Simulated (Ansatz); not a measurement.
Ansatz (a quantum-chemistry and plane-wave program) input (HF/3-21G): The .json file is the Basis Set Exchange's 3-21G.

Ansatz 0.2 input:
```yaml
crystal:
  periodic: [false, false, false]
  atoms:
    - {symbol: O, position_ang: [0.17204121, -0.68577376, 0.16765530]}
    - {symbol: C, position_ang: [-0.00673591, 0.72144269, -0.09935885]}
    - {symbol: C, position_ang: [1.46038554, -1.18575654, 0.09308330]}
    - {symbol: C, position_ang: [-1.50798269, 0.98051935, -0.06920359]}
    - {symbol: H, position_ang: [0.50629056, 1.30726383, 0.65313999]}
    - {symbol: H, position_ang: [0.41099707, 0.96743936, -1.07014292]}
    - {symbol: H, position_ang: [2.12460309, -0.77331393, -0.64666506]}
    - {symbol: H, position_ang: [1.52798295, -2.22167093, 0.35541494]}
    - {symbol: H, position_ang: [-1.99652158, 0.37607604, -0.82191333]}
    - {symbol: H, position_ang: [-1.90320063, 0.70699884, 0.90003155]}
    - {symbol: H, position_ang: [-1.72048291, 2.02616380, -0.25823280]}
basis:
  gaussian:
    orbitals: 3-21G.json
hamiltonian:
  xc: {name: HF}
magnetization: {spin_polarized: true, initial_magnetization: 1}
phonons: {temperatures: {t_min: 298.15, t_max: 298.15, t_step: 100}}
```

### Question
Which harmonic wavenumbers does it give?

### Answer
96, 233, 269, 297, 482, 752, 909, 915, 1069, 1205, 1266, 1293, 1320, 1430, 1544, 1574, 1613, 1656, 1673, 1701, 3192, 3214, 3233, 3259, 3276, 3291, 3405 cm⁻¹ (unscaled; negative means imaginary).
